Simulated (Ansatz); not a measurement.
Rock-salt MgS, relaxed in Ansatz (plane waves) with several semilocal functionals. Each gives its own volume and its own bulk modulus:

```tsv
level	V0 (Å³/atom)	bulk modulus B0 (GPa)	ln V0	ln B0
LDA	16.867	83.22	2.8254	4.4215
r²SCAN	17.606	79.77	2.8682	4.3791
PBE	17.879	73.96	2.8836	4.3035
```

**Question.** Fit a straight line to ln B0 against ln V0. What does it predict for PBEsol, whose volume is 17.393 Å³/atom?

**Answer.** With x = ln V0 and y = ln B0: means 2.85907 and 4.36803; Σ(Δx Δy) = -0.003282, Σ(Δx²) = 0.001819, so the slope is -1.80. At x = 2.8561 the line gives y = 4.36803 + (-1.80) × (2.8561 − 2.85907) = 4.3734, or 79.31 GPa. The run with PBEsol gives 78.11 GPa, -1.5 % from the line. The rows used scatter about it by up to 2.8 %, while the largest value lies 13 % above the smallest. For comparison, PBE's own equation of state has B′ = 4.1, the slope −d ln B/d ln V at a fixed functional; the two needn't agree, since functionals also differ at one volume.

Measured: 81 GPa (measured, corrected for zero-point motion; as tabulated in Goldzak et al. (2022), arXiv:2208.04865).

Ansatz's density-functional and Hartree–Fock values are scalar-relativistic unless marked +SOC, with PAW data made under PBE.

Ansatz is a first-principles code.
